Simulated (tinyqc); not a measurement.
RHF in the sto-3g basis, for H2O, spin multiplicity 1, step by step (part 2 of 2). Computed by tinyqc, a small Python program that keeps every step (integrals from PySCF). Command: `OMP_NUM_THREADS=1 python tinyqc.py 21708 21709 out.jsonl` (the two numbers bound the seeds that draw the settings). One thread of a shared host (Intel(R) Xeon(R) Processor @ 2.60GHz), about 0.1 s of CPU time with the checks.

Geometry (angstrom):
```
atom         x          y         z
O     0.000000   0.000000  0.000000
H     0.000000   0.991000  0.608000
H     0.000000  -0.969000  0.595000
```

## Iteration 2: diagonalisation and new density

extrapolated F (hartree):
```
             1O 1s      1O 2s     1O 2px     1O 2py     1O 2pz      2H 1s      3H 1s
1O 1s   -19.979545  -5.109223   0.000000   0.000473  -0.023001  -0.729067  -0.774122
1O 2s    -5.109223  -2.265460   0.000000   0.004075  -0.071286  -0.697394  -0.727590
1O 2px    0.000000   0.000000  -0.229579   0.000000   0.000000   0.000000   0.000000
1O 2py    0.000473   0.004075   0.000000  -0.149762   0.003143  -0.344561   0.352651
1O 2pz   -0.023001  -0.071286   0.000000   0.003143  -0.164504  -0.254618  -0.259728
2H 1s    -0.729067  -0.697394   0.000000  -0.344561  -0.254618  -0.325340  -0.177981
3H 1s    -0.774122  -0.727590   0.000000   0.352651  -0.259728  -0.177981  -0.343519
```

X:
```
            1O 1s      1O 2s    1O 2px     1O 2py     1O 2pz      2H 1s      3H 1s
1O 1s    1.023467  -0.135156  0.000000   0.000337  -0.005698   0.017859   0.018555
1O 2s   -0.135156   1.137580  0.000000  -0.003912   0.053087  -0.198644  -0.210458
1O 2px   0.000000   0.000000  1.000000   0.000000   0.000000   0.000000   0.000000
1O 2py   0.000337  -0.003912  0.000000   1.072260  -0.001615  -0.167171   0.173983
1O 2pz  -0.005698   0.053087  0.000000  -0.001615   1.024368  -0.091967  -0.096552
2H 1s    0.017859  -0.198644  0.000000  -0.167171  -0.091967   1.103572  -0.043361
3H 1s    0.018555  -0.210458  0.000000   0.173983  -0.096552  -0.043361   1.112751
```

D after iteration 1:
```
            1O 1s      1O 2s    1O 2px     1O 2py     1O 2pz      2H 1s      3H 1s
1O 1s    2.105057  -0.439504  0.000000  -0.001336   0.095882  -0.039282  -0.039787
1O 2s   -0.439504   1.876401  0.000000   0.008843  -0.499619   0.075256   0.071057
1O 2px   0.000000   0.000000  2.000000   0.000000   0.000000   0.000000   0.000000
1O 2py  -0.001336   0.008843  0.000000   0.964335   0.002173   0.512788  -0.511254
1O 2pz   0.095882  -0.499619  0.000000   0.002173   1.431425   0.453481   0.449799
2H 1s   -0.039282   0.075256  0.000000   0.512788   0.453481   0.446375  -0.097958
3H 1s   -0.039787   0.071057  0.000000  -0.511254   0.449799  -0.097958   0.445167
```

overlap S:
```
           1O 1s     1O 2s    1O 2px     1O 2py    1O 2pz     2H 1s      3H 1s
1O 1s   1.000000  0.236704  0.000000   0.000000  0.000000  0.033104   0.035166
1O 2s   0.236704  1.000000  0.000000   0.000000  0.000000  0.350716   0.364894
1O 2px  0.000000  0.000000  1.000000   0.000000  0.000000  0.000000   0.000000
1O 2py  0.000000  0.000000  0.000000   1.000000  0.000000  0.269858  -0.278160
1O 2pz  0.000000  0.000000  0.000000   0.000000  1.000000  0.165563   0.170800
2H 1s   0.033104  0.350716  0.000000   0.269858  0.165563  1.000000   0.127251
3H 1s   0.035166  0.364894  0.000000  -0.278160  0.170800  0.127251   1.000000
```

A level shift of 0.2 hartree raises the virtual space: F + shift (S - S D(s) S), with D(s) the density of one spin (D/2). Diagonalise F' = X^T F X, C = X C', fill 5 alpha and 5 beta electrons from the bottom; D = 2 C_occ C_occ^T. Each column has its largest component positive (the first on a tie).

F' = X^T F X (hartree):
```
            1          2          3          4          5          6          7
1  -19.604900  -2.680857   0.000000   0.001224  -0.048439  -0.060891  -0.070782
2   -2.680857  -1.159214   0.000000  -0.004455   0.099799  -0.415540  -0.435132
3    0.000000   0.000000  -0.229579   0.000000   0.000000   0.000000   0.000000
4    0.001224  -0.004455   0.000000   0.150060  -0.000813  -0.456110   0.466539
5   -0.048439   0.099799   0.000000  -0.000813  -0.039497  -0.296737  -0.303428
6   -0.060891  -0.415540   0.000000  -0.456110  -0.296737   0.128400  -0.050222
7   -0.070782  -0.435132   0.000000   0.466539  -0.303428  -0.050222   0.134546
```

orbital energies (hartree): MO1 -19.988267, MO2 -1.081633, MO3 -0.486666, MO4 -0.296978, MO5 -0.229579, MO6 0.643565, MO7 0.819372

coefficients C:
```
              MO1        MO2        MO3        MO4       MO5        MO6        MO7
1O 1s    0.994299  -0.235910  -0.003139   0.093603  0.000000   0.115330   0.009603
1O 2s    0.024385   0.868462   0.016307  -0.460661  0.000000  -0.654313  -0.059333
1O 2px   0.000000   0.000000   0.000000   0.000000  1.000000   0.000000   0.000000
1O 2py  -0.000123  -0.004283   0.598828   0.004180  0.000000  -0.058487   0.919741
1O 2pz   0.002605   0.090605  -0.005643   0.786080  0.000000  -0.664505  -0.047191
2H 1s   -0.004251   0.164749   0.446509   0.316100  0.000000   0.742347  -0.646844
3H 1s   -0.004479   0.172681  -0.446723   0.305874  0.000000   0.657501   0.754359
```

D after iteration 2:
```
            1O 1s      1O 2s    1O 2px     1O 2py     1O 2pz      2H 1s      3H 1s
1O 1s    2.106111  -0.447606  0.000000  -0.001201   0.109624  -0.029812  -0.030316
1O 2s   -0.447606   1.934591  0.000000   0.008234  -0.566916   0.009280   0.003337
1O 2px   0.000000   0.000000  2.000000   0.000000   0.000000   0.000000   0.000000
1O 2py  -0.001201   0.008234  0.000000   0.717261  -0.000964   0.535996  -0.533942
1O 2pz   0.109624  -0.566916  0.000000  -0.000964   1.252338   0.521753   0.517193
2H 1s   -0.029812   0.009280  0.000000   0.535996   0.521753   0.652899  -0.148622
3H 1s   -0.030316   0.003337  0.000000  -0.533942   0.517193  -0.148622   0.645920
```

## Iteration 9 (converged): orbitals

converged F (hartree):
```
             1O 1s      1O 2s     1O 2px     1O 2py     1O 2pz      2H 1s      3H 1s
1O 1s   -20.242131  -5.160870   0.000000   0.000468  -0.024195  -0.735687  -0.781165
1O 2s    -5.160870  -2.390740   0.000000   0.004562  -0.052376  -0.716235  -0.748034
1O 2px    0.000000   0.000000  -0.377105   0.000000   0.000000   0.000000   0.000000
1O 2py    0.000468   0.004562   0.000000  -0.207444   0.004849  -0.358854   0.367971
1O 2pz   -0.024195  -0.052376   0.000000   0.004849  -0.249469  -0.271470  -0.277103
2H 1s    -0.735687  -0.716235   0.000000  -0.358854  -0.271470  -0.357530  -0.177310
3H 1s    -0.781165  -0.748034   0.000000   0.367971  -0.277103  -0.177310  -0.378571
```

Diagonalise F' = X^T F X, C = X C', fill 5 alpha and 5 beta electrons from the bottom; D = 2 C_occ C_occ^T. Each column has its largest component positive (the first on a tie).

F' = X^T F X (hartree):
```
            1          2          3          4          5          6          7
1  -19.868638  -2.682254   0.000000   0.001075  -0.047953  -0.067909  -0.077996
2   -2.682254  -1.319147   0.000000  -0.003084   0.087679  -0.367881  -0.386106
3    0.000000   0.000000  -0.377105   0.000000   0.000000   0.000000   0.000000
4    0.001075  -0.003084   0.000000   0.016300   0.000865  -0.389323   0.399647
5   -0.047953   0.087679   0.000000   0.000865  -0.162178  -0.256470  -0.263143
6   -0.067909  -0.367881   0.000000  -0.389323  -0.256470  -0.028653  -0.047421
7   -0.077996  -0.386106   0.000000   0.399647  -0.263143  -0.047421  -0.024632
```

orbital energies (hartree): MO1 -20.250334, MO2 -1.183001, MO3 -0.539341, MO4 -0.400484, MO5 -0.377105, MO6 0.409131, MO7 0.577082

coefficients C:
```
              MO1        MO2        MO3        MO4       MO5        MO6        MO7
1O 1s    0.994496  -0.241662  -0.004308   0.084418  0.000000   0.108690   0.008139
1O 2s    0.023584   0.902162   0.022466  -0.432120  0.000000  -0.628149  -0.051809
1O 2px   0.000000   0.000000   0.000000   0.000000  1.000000   0.000000   0.000000
1O 2py  -0.000121  -0.004642   0.589367   0.011852  0.000000  -0.050741   0.926221
1O 2pz   0.002600   0.066936  -0.016876   0.775468  0.000000  -0.679792  -0.041510
2H 1s   -0.004150   0.135988   0.448577   0.344866  0.000000   0.732255  -0.648902
3H 1s   -0.004374   0.143620  -0.458560   0.321038  0.000000   0.660981   0.743936
```

D after iteration 9:
```
            1O 1s      1O 2s    1O 2px     1O 2py     1O 2pz      2H 1s      3H 1s
1O 1s    2.109138  -0.462280  0.000000  -0.001074   0.103892  -0.019619  -0.019962
1O 2s   -0.462280   2.003371  0.000000   0.007857  -0.550051  -0.032721  -0.039127
1O 2px   0.000000   0.000000  2.000000   0.000000   0.000000   0.000000   0.000000
1O 2py  -0.001074   0.007857  0.000000   0.695031  -0.002133   0.535666  -0.534242
1O 2pz   0.103892  -0.550051  0.000000  -0.002133   1.212245   0.537908   0.532591
2H 1s   -0.019619  -0.032721  0.000000   0.535666   0.537908   0.677327  -0.150870
3H 1s   -0.019962  -0.039127  0.000000  -0.534242   0.532591  -0.150870   0.667977
```

## Convergence

Stop when the energy changes by less than 1e-08 hartree and every element of the error matrix X^T (F D S - S D F) X is below 3e-05.

Course of the cycle:
```
iteration   E (hartree)     change  largest element of the error matrix
1          -75.07494674          -                             9.10e-01
2          -74.85450323   2.20e-01                             2.06e-01
3          -74.90565411  -5.12e-02                             2.86e-02
4          -74.90702070  -1.37e-03                             1.12e-02
5          -74.90721742  -1.97e-04                             2.36e-03
6          -74.90723168  -1.43e-05                             5.22e-04
7          -74.90723245  -7.68e-07                             1.15e-04
8          -74.90723248  -2.88e-08                             2.49e-05
9          -74.90723248  -1.17e-09                             5.02e-06
```

PySCF RHF in the same basis = -74.90723248 hartree

Converged in 9 iterations.

## Populations, bond orders and dipole

Mulliken: Z minus the diagonal of D S on the atom; Loewdin: the same with S^(1/2) D S^(1/2); Mayer order: 2 sum_s sum (D(s) S)_ij (D(s) S)_ji over the two atoms.

Charges (e):
```
atom   Mulliken    Loewdin
1O    -0.247015  -0.185699
2H     0.120385   0.091075
3H     0.126630   0.094624
```

Mayer bond orders:
```
pair     order
2-1   0.967191
3-1   0.965649
3-2   0.018316
```

dipole moment about the origin, x y z (debye): 0.000000  -0.013902  1.407555
